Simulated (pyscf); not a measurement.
`[CH3][SiH2][Cl]` → `[CH3][Si][Cl]` [singlet] + `[H][H]`, a 1,1-elimination (singlet surface; H–Si, H–Si broken, H–H formed). Single points on ωB97X-D3(BJ)/def2-SVP structures (PySCF, gas phase). Energies in eV from the reactant's lowest minimum found.

Small-basis levels: PySCF, no dispersion term, spherical d functions. AM1 to PM7: differences of heats of formation from MOPAC, which are fitted to 298 K values and so differ in kind from electronic energies by zero-point and thermal terms. Cost: rough CPU time at the saddle relative to B3LYP/6-31G*, from one job on a shared machine.

```csv
level,barrier,reaction energy,cost
HF/STO-3G,5.38,+2.58,0.05
HF/3-21G,3.77,+1.67,0.07
MP2/6-31G*,3.43,+2.08,0.1
SVWN5/6-31G*,2.70,+2.31,0.9
BP86/6-31G*,2.84,+1.98,1
B3LYP/STO-3G,4.38,+2.53,0.5
B3LYP/3-21G,3.04,+1.66,0.7
B3LYP/LANL2DZ,3.14,+1.92,0.6
M06-2X/6-31G*,3.20,+2.11,2
B3LYP/6-311+G**,2.99,+2.01,2
AM1,2.29,+1.81,under 0.02
PM3,1.52,+1.00,under 0.02
ωB97M-D3(BJ)/def2-TZVP,3.07,+2.11,–
```

Against the last row the barrier runs from -1.55 (PM3) to +2.31 eV (HF/STO-3G). ωB97M-D3(BJ)/def2-TZVP has limits of its own. This is the saddle that the search found; another between the same sides may lie lower.
